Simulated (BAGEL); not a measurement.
# CH5AlO (SMILES [CH3][AlH][OH]): PBE0/aug-cc-pVDZ (density fitting with qzvpp-jkfit)

What is the energy change on altering one bond length of CH5AlO at PBE0/aug-cc-pVDZ (density fitting with qzvpp-jkfit)? 

The calculation is run with BAGEL 1.2.2.

3 further runs of the same task are left out: 2 that didn't finish, 1 set aside as unsound or not needed.

**1. The molecule**

The species is CH5AlO (8 atoms), meant as a singlet with charge 0. As SMILES, `[CH3][AlH][OH]`. The shape is that of a PBE0-D4/def2-TZVP optimisation. This is one conformer, not always the lowest.

Bond lengths: C1–Al2 1.941 Å, Al2–O3 1.701 Å, C1–H4 1.095 Å, C1–H5 1.092 Å, C1–H6 1.095 Å, Al2–H7 1.589 Å, O3–H8 0.956 Å. Angles: C1–Al2–O3 117.6°, C1–Al2–H7 124.2°, O3–Al2–H7 118.3°, Al2–C1–H4 111.0°, Al2–C1–H5 111.9°, Al2–C1–H6 111.2°, Al2–O3–H8 122.5°, H4–C1–H5 107.9°, H4–C1–H6 106.4°, H5–C1–H6 108.2°.

**2. The energy at PBE0/aug-cc-pVDZ (density fitting with qzvpp-jkfit)**

calc.json

```json
{ "bagel": [

{
  "title": "molecule",
  "basis": "aug-cc-pvdz.json",
  "df_basis": "qzvpp-jkfit",
  "angstrom": "true",
  "geometry": [
    { "atom": "C", "xyz": [   -0.777900,    0.982200,   -0.070900 ] },
    { "atom": "Al", "xyz": [    0.579700,   -0.394200,   -0.239900 ] },
    { "atom": "O", "xyz": [    0.544600,   -1.676400,    0.876800 ] },
    { "atom": "H", "xyz": [   -0.325100,    1.954500,    0.149300 ] },
    { "atom": "H", "xyz": [   -1.491400,    0.755400,    0.724300 ] },
    { "atom": "H", "xyz": [   -1.335700,    1.105000,   -1.004800 ] },
    { "atom": "H", "xyz": [    1.716800,   -0.394500,   -1.350200 ] },
    { "atom": "H", "xyz": [    1.181200,   -2.389100,    0.859500 ] }
  ]
},
{
  "title": "ks",
  "xc_func": "pbe0"
},
{
  "title": "print",
  "file": "orbitals.molden",
  "orbitals": "true"
}

]}
```

The basis set aug-cc-pVDZ is read from a file made from the Basis Set Exchange's data (not shown).

Command:

```sh
BAGEL_NUM_THREADS=1 BAGEL calc.json > calc.out
```

Standard output:

```text
* using 1 threads per process

  ===============================================================
  ===============================================================

  *** Geometry ***

  { "atom" : "C", "xyz" : [     -1.470018,      1.856089,     -0.133982 ] },
  { "atom" : "Al", "xyz" : [      1.095474,     -0.744930,     -0.453345 ] },
  { "atom" : "O", "xyz" : [      1.029145,     -3.167937,      1.656912 ] },
  { "atom" : "H", "xyz" : [     -0.614350,      3.693470,      0.282136 ] },
  { "atom" : "H", "xyz" : [     -2.818338,      1.427499,      1.368729 ] },
  { "atom" : "H", "xyz" : [     -2.524107,      2.088147,     -1.898797 ] },
  { "atom" : "H", "xyz" : [      3.244282,     -0.745497,     -2.551508 ] },
  { "atom" : "H", "xyz" : [      2.232144,     -4.514745,      1.624220 ] },

  Number of auxiliary basis functions:      370

  Since a DF basis is specified, we compute 2- and 3-index integrals:
    o Being stored without compression. Storage requirement is 0.041 GB

  Number of basis functions:      118
  Number of electrons      :       32

    * METHOD: MOLECULE                             0.17

  *** Kohn-Sham DFT ***

    * Removing 13129 points whose weight is below 1.00e-10
    * Grid points: 106119

  === Nuclear Repulsion ===
    98.9765195895

       - DIIS with orbital gradients will be used.

  === KS iteration (pbe0 / aug-cc-pvdz.json) ===
      0       -338.51426241          0.07612284           0.37
      1       -321.21070098          0.11848607           0.36
      2       -311.09765967          0.16403306           0.37
      3       -344.67484760          0.10248521           0.36
      4       -356.98788576          0.04560314           0.37
      5       -357.94206664          0.03927853           0.37
      6       -358.43854867          0.01604729           0.36
      7       -358.50131829          0.01151530           0.37
      8       -358.58111312          0.00185402           0.37
      9       -358.58289105          0.00053277           0.36
     10       -358.58306185          0.00006530           0.37
     11       -358.58306350          0.00001295           0.36
     12       -358.58306360          0.00000348           0.37
     13       -358.58306360          0.00000066           0.37
     14       -358.58306360          0.00000032           0.37
     15       -358.58306360          0.00000002           0.38
     16       -358.58306360          0.00000001           0.37
    * SCF iteration converged.

    * Permanent dipole moment:
           (   -0.165367,    -0.017090,     0.173936) a.u.

    * METHOD: KS                                   6.93

    * METHOD: PRINT                                0.04

  ===============================================================
```

Run time: 7.5 s. Hardware: 1 thread of Arm Neoverse V1, shared host; peak memory 0.56 GiB.

**3. The distorted shape at the same level**

dft.json

```json
{ "bagel" : [

{
  "title" : "molecule",
  "basis" : "aug-cc-pvdz.json",
  "df_basis" : "qzvpp-jkfit",
  "angstrom" : true,
  "geometry" : [
    { "atom" : "C", "xyz" : [      -0.845830,       0.836333,      -0.103935 ] },
    { "atom" : "Al", "xyz" : [       0.511770,      -0.540067,      -0.272935 ] },
    { "atom" : "O", "xyz" : [       0.476670,      -1.822267,       0.843765 ] },
    { "atom" : "H", "xyz" : [      -0.325100,       1.954500,       0.149300 ] },
    { "atom" : "H", "xyz" : [      -1.559330,       0.609533,       0.691265 ] },
    { "atom" : "H", "xyz" : [      -1.403630,       0.959133,      -1.037835 ] },
    { "atom" : "H", "xyz" : [       1.648870,      -0.540367,      -1.383235 ] },
    { "atom" : "H", "xyz" : [       1.113270,      -2.534967,       0.826465 ] }
  ]
},

{
  "title" : "ks",
  "xc_func" : "pbe0"
},

{
  "title" : "print",
  "file" : "orbitals.molden",
  "orbitals" : true
}

]}
```

The basis set aug-cc-pVDZ is read from a file made from the Basis Set Exchange's data (not shown).

Command:

```sh
BAGEL_NUM_THREADS=1 BAGEL dft.json > dft.out
```

Standard output:

```text
* using 1 threads per process

  ===============================================================
  ===============================================================

  *** Geometry ***

  { "atom" : "C", "xyz" : [     -1.598387,      1.580440,     -0.196409 ] },
  { "atom" : "Al", "xyz" : [      0.967105,     -1.020579,     -0.515772 ] },
  { "atom" : "O", "xyz" : [      0.900776,     -3.443586,      1.594485 ] },
  { "atom" : "H", "xyz" : [     -0.614350,      3.693470,      0.282136 ] },
  { "atom" : "H", "xyz" : [     -2.946707,      1.151850,      1.306302 ] },
  { "atom" : "H", "xyz" : [     -2.652476,      1.812499,     -1.961224 ] },
  { "atom" : "H", "xyz" : [      3.115913,     -1.021146,     -2.613935 ] },
  { "atom" : "H", "xyz" : [      2.103775,     -4.790393,      1.561793 ] },

  Number of auxiliary basis functions:      370

  Since a DF basis is specified, we compute 2- and 3-index integrals:
    o Being stored without compression. Storage requirement is 0.041 GB

  Number of basis functions:      118
  Number of electrons      :       32

    * METHOD: MOLECULE                             0.17

  *** Kohn-Sham DFT ***

    * Removing 12908 points whose weight is below 1.00e-10
    * Grid points: 106340

  === Nuclear Repulsion ===
    98.3961861291

       - DIIS with orbital gradients will be used.

  === KS iteration (pbe0 / aug-cc-pvdz.json) ===
      0       -337.67033621          0.07623294           0.37
      1       -314.37788071          0.16322176           0.37
      2       -311.79915846          0.16363385           0.36
      3       -344.53022867          0.11959906           0.37
      4       -353.34171026          0.06116105           0.37
      5       -356.93343678          0.05835110           0.37
      6       -357.34681033          0.05020449           0.37
      7       -356.03871265          0.07319549           0.37
      8       -357.73152249          0.04173752           0.37
      9       -358.40887801          0.01696985           0.37
     10       -358.56038411          0.00438493           0.37
     11       -358.57116470          0.00111948           0.37
     12       -358.57179987          0.00036134           0.37
     13       -358.57187302          0.00008426           0.37
     14       -358.57187822          0.00001379           0.37
     15       -358.57187834          0.00000551           0.37
     16       -358.57187835          0.00000203           0.37
     17       -358.57187835          0.00000104           0.38
     18       -358.57187835          0.00000020           0.37
     19       -358.57187835          0.00000015           0.37
     20       -358.57187835          0.00000003           0.37
     21       -358.57187835          0.00000001           0.38
    * SCF iteration converged.

    * Permanent dipole moment:
           (   -0.150244,     0.020161,     0.181158) a.u.

    * METHOD: KS                                   8.84

    * METHOD: PRINT                                0.04

  ===============================================================
```

Wall time 9.3 s (1 thread of Arm Neoverse V1, shared host); peak memory 0.56 GiB.

**4. Outcome**

Level: PBE0/aug-cc-pVDZ (density fitting with qzvpp-jkfit).

| quantity | value |
| --- | --- |
| first shape: total energy | -358.58306 Eh |
| first shape: dipole moment | 0.61 D |
| first shape: HOMO energy | -8.00 eV |
| first shape: LUMO energy | -0.61 eV |
| first shape: HOMO–LUMO gap | 7.39 eV |
| distorted shape: total energy | -358.57188 Eh |
| distorted shape: dipole moment | 0.60 D |
| distorted shape: HOMO energy | -8.02 eV |
| distorted shape: LUMO energy | -0.63 eV |
| distorted shape: HOMO–LUMO gap | 7.39 eV |
| energy change with the C1–H4 bond stretched from 1.095 to 1.259 Å | 0.304 eV |

**Reading.** With the C1–H4 bond stretched from 1.095 to 1.259 Å the energy rises by 0.30 eV (29.4 kJ/mol). The first shape isn't relaxed at this level, so the change isn't measured from a minimum.
